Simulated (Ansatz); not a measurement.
Relaxed structures of CH₄BSi, doublet (PBE0-D4/def2-TZVP; forces vanish, vibrations not checked; lower isomers may exist, and structures with a doubtful reference or unclear bonds are left out; Å). Program: Ansatz 0.2.0. Basis: def2-TZVPP. Cores are frozen in the correlated methods; orbitals are unrestricted.

Q: Rank them by CCSD(T) energy, lowest first, and give each one's height above the lowest. Links in brackets join atoms within 1.22 times the sum of their covalent radii (1.1 for two metals). (To be estimated.)
A.
CH₄BSi ([B]1[CH2][SiH2]1)
```
7
angstrom
B -1.0701 0.2289 0.7640
C -0.7084 -0.9587 -0.0484
Si 0.4725 0.6849 -0.2752
H -1.4116 -1.4558 -0.7165
H 0.3934 1.6135 -1.4293
H 0.1317 -1.6138 0.2045
H 1.8396 0.1373 -0.1125
```
B.
CH₄BSi ([BH]1[CH2][SiH]1)
```
7
angstrom
B -0.6751 0.0011 0.9387
C -0.6156 -1.1639 0.0129
Si 0.4986 0.4417 -0.5216
H -1.0636 -1.1424 -0.9841
H -0.4589 -2.1846 0.3601
H -0.7289 0.1650 2.1130
H 1.9920 0.4048 -0.3652
```
C.
a complex of CH₂BSi ([B]1[CH][SiH]1) + H₂
```
7
angstrom
B -0.7161 -0.4136 1.2129
C -0.9606 -0.8276 -0.1536
Si -0.1683 0.7536 -0.2083
H -1.3777 -1.6270 -0.7507
H 0.1231 1.4517 -1.4941
H 2.8856 0.3063 -1.0495
H 2.7665 0.0685 -0.3506
```
D.
CH₄BSi ([BH]1[CH][SiH2]1)
```
7
angstrom
B -0.6296 -0.2964 1.0948
C -0.5529 -0.8265 -0.1755
Si 0.5951 0.5440 -0.4990
H -0.9116 -1.6003 -0.8382
H 0.1939 1.7464 -1.2700
H -0.7622 0.0707 2.2062
H 2.0673 0.3621 -0.5184
```

A: Computed: D (0.00 kcal/mol), B (7.84 kcal/mol), A (23.21 kcal/mol), C (53.29 kcal/mol). Heights count from the lowest.

No T1 diagnostic of these runs exceeds 0.027. ⟨S²⟩ of the unrestricted Hartree–Fock references: 0.76 to 0.81 (a pure state has 0.75). The unrestricted reference is spin-contaminated, which hurts MP2 most.

For scale, one of the runs: CCSD(T)/def2-TZVPP, 160 basis functions, launched by `ansatz run in.yaml --threads 2 --pin off --events-out ev --progress --plain --max-ram 4352MiB`. Time: 81 s of wall clock on 2 CPU threads of an Intel Xeon Platinum 8175M; the host was shared. Peak host memory: 2.7 GiB.
